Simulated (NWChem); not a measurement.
Species: PH2, doublet; SMILES [PH2]

Computed with NWChem. Spin-unrestricted. In the optimisation the excess spin sits in b2 (C2v, its own frame). Geometry: optimised at PBE0/def2-SVP, spin-unrestricted. No stability test was run on the SCF state. Principal shifts from the free-electron g value, in parts per thousand; spin-orbit coupling by linear response on scalar ZORA.

For level PBE/x2c-TZVPall, ZORA:

```
Item       Value
---------  -----
Δg2 (ppt)   5.65
Δg3 (ppt)  15.17
```

Estimate the same quantities for level B3LYP/x2c-TZVPall, ZORA.

The Δg2 (ppt) comes out as 5.30 and the Δg3 (ppt) comes out as 15.85.
